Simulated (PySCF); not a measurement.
A made-up structure of BSiH$_{3}$, singlet:

| atom | x (Å) | y (Å) | z (Å) |
| --- | --- | --- | --- |
| B1 | 0.3982 | -0.7345 | 0.4310 |
| Si2 | -0.2110 | 0.4091 | -0.2764 |
| H3 | 0.8253 | -1.4928 | 0.8254 |
| H4 | -1.5845 | 0.1339 | -0.8136 |
| H5 | 0.5719 | 1.6843 | -0.1663 |

It is relaxed with PBE-D4/def2-SVP and then PBE0-D4/def2-TZVP (PySCF 2.14 with density fitting (its default auxiliary sets; JK sets also for MP2 and CCSD(T))). Atoms count as bonded within 1.22 times the sum of their covalent radii (H–H: 0.88 Å). The end point is not checked to be a true minimum.

Task: Does its bonding change? (A judgement: the text doesn't fix the answer.)

Result: The calculation gives: No: no bond forms or breaks.

Where it ends: The first stage lowers the energy by 3.95 eV in 21 steps. It ends as BSiH₃ ([BH][SiH2]):
```xyz
5
angstrom
B 0.4868 -0.8961 0.5650
Si -0.2272 0.4768 -0.4048
H 1.0293 -1.8283 1.0435
H -1.6089 0.3702 -0.9206
H 0.3520 1.8327 -0.2942
```

Labels in which every atom is bracketed show which atoms are joined, not bond orders.

For scale, one of the runs: PBE0-D4/def2-TZVP relaxation, 86 basis functions, launched by `OMP_NUM_THREADS=2 python run.py`. Hardware: 2 CPU threads of an Intel Xeon 6975P-C, shared host. Wall time 24 s; peak host memory 0.83 GiB.
